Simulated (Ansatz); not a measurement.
This geometry of BClH5N (8 atoms, charge 0, multiplicity 1) is a first-order saddle point.

Computed with Ansatz 0.2.0, RKS PBE0-D4/def2-SVP.

```xyz
8
Properties=species:S:1:pos:R:3
B 0.044 -0.436 -0.038
Cl -0.317 0.377 2.229
H 1.070 0.132 -0.306
H -1.011 -0.148 -0.538
N 0.153 -1.777 0.605
H -0.595 -2.446 0.446
H 1.063 -2.227 0.629
H -0.075 -1.004 1.728
```

Task: Which two structures does it join? (They come from a converged band through this point; their orientation in space is the band's.)

Result: Bonds broken: B1–Cl2, N5–H8. Bonds formed: Cl2–H8. BClH5N becomes BH4N + ClH.

Image 0:

```xyz
8
Properties=species:S:1:pos:R:3
B 0.006 -0.199 0.257
Cl 0.243 0.776 1.818
H 0.937 -0.077 -0.519
H -1.098 -0.043 -0.231
N 0.052 -1.742 0.764
H -0.068 -2.397 -0.011
H 0.945 -1.936 1.223
H -0.685 -1.909 1.453
```

Image 8:

```xyz
8
Properties=species:S:1:pos:R:3
B 0.082 -0.609 -0.438
Cl -0.370 0.167 3.093
H 1.072 0.044 -0.662
H -1.007 -0.299 -0.856
N 0.196 -1.752 0.358
H -0.577 -2.386 0.526
H 1.087 -2.111 0.681
H -0.152 -0.583 2.054
```

Task: How far does it lie above each of them?

Result: 127.5 kJ/mol above the first and 52.3 kJ/mol above the second. This is the barrier of this one path; another mechanism may lie lower. The orbitals stay closed-shell, which can raise the energy where a bond breaks towards radicals; this wasn't checked here.

The run took 3.1 min on 1 thread of Arm Neoverse V1 (shared host), peak memory 0.13 GiB.
